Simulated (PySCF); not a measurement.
# O: ionisation energy

O [He] 2s2 2p4 (3P) → O⁺ [He] 2s2 2p3 (4S), as a difference of total energies. All numbers are calculated (PySCF 2.14, the non-relativistic Hamiltonian (point nucleus), in aug-cc-pVTZ (5s4p3d2f, 46 functions)). Correlated levels: valence: 1s2 frozen. The calculations carry no spin-orbit coupling.

| method | ionisation energy (eV) | error (eV) |
| --- | --- | --- |
| UHF | 12.034 | -1.574 |
| MP2 (valence) | 13.336 | -0.272 |
| SCS-MP2 (valence) | 13.436 | -0.172 |
| CCSD (valence) | 13.371 | -0.237 |
| CCSD(T) (valence) | 13.419 | -0.189 |

Reference: 13.608 eV (measured; NIST levels, between the centres of gravity of the two terms).

Errors of the correlated levels include the incompleteness of this basis and the frozen core.
